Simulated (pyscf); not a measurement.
This saddle point was located with ωB97X-D3(BJ)/def2-SVP in PySCF.

```xyz
9

O     -0.7515     2.1408    -0.3445
Si    -0.7256     0.5429     0.1899
O      0.8110    -0.0688    -0.0592
H     -1.2669     2.2834    -1.1452
H      1.5037     0.6058    -0.0625
N     -0.8891     0.8868     2.0364
H     -1.8142     0.1212     1.3014
H     -0.3904     0.3052     2.7103
H     -1.0974     1.8189     2.4013
```

Surface: singlet, charge 0. Lowest wavenumbers (cm⁻¹): 1596i, 132, 184, 254, 285.

Question: Which two sides does it connect, and which bonds change?

Answer: HO–Si:–OH [singlet] + ammonia (NH₃) ⇌ H₂N–SiH(OH)–OH, an insertion read from left to right: H–N broken and N–Si, H–Si formed. At CCSD(T)/def2-TZVPP + ΔMP2(QZVPP) it lies +30.6 kcal/mol from the left side and +78.3 kcal/mol from the right (each side as separated species at their lowest minima found). On the reactant side the descent ends in an adduct with a N–Si contact, 11.7 kcal/mol under the separated species and 40.9 kcal/mol under the saddle at ωB97X-D3(BJ)/def2-TZVP. What is counted as formed (N–Si) is already present as a longer contact in the reactant adduct; forming that adduct is a step of its own. One saddle was located; it need not be the lowest between these sides. The CCSD(T) − MP2 part came from Ansatz, without density fitting, on the same reference.
